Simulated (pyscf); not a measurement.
Structures and frequencies: ωB97X-D3(BJ)/def2-SVP in PySCF.

Question: For the elementary gas-phase step `[F][W]([F])([F])([F])=[Se]` + `[H][H]` → `[F][WH]([F])([F])([F])[SeH]` (singlet surface; H–H broken, H–Se, H–W formed), what barrier and reaction energy does PBE0-D3(BJ)/def2-TZVP give, measured from the separated reactants?

Answer: ΔE‡ = 1.78 eV, ΔE = +0.71 eV. ωB97M-D3(BJ)/def2-TZVP gives 1.98 eV and +0.71 eV. Zero-point energy shifts the barrier by +0.27 eV. It is an addition across a multiple bond or ene-type step, with an imaginary mode of 1204i cm⁻¹. On the product side the descent ends in a point that may be a rotor saddle (no frequency run), 0.09 eV over the lowest minimum found and 1.19 eV under the saddle at ωB97X-D3(BJ)/def2-TZVP. One saddle was located; it need not be the lowest between these sides. Elements up to Kr have no core potential and no relativistic terms here. Elements past Kr carry the def2 core potentials, without spin-orbit coupling.
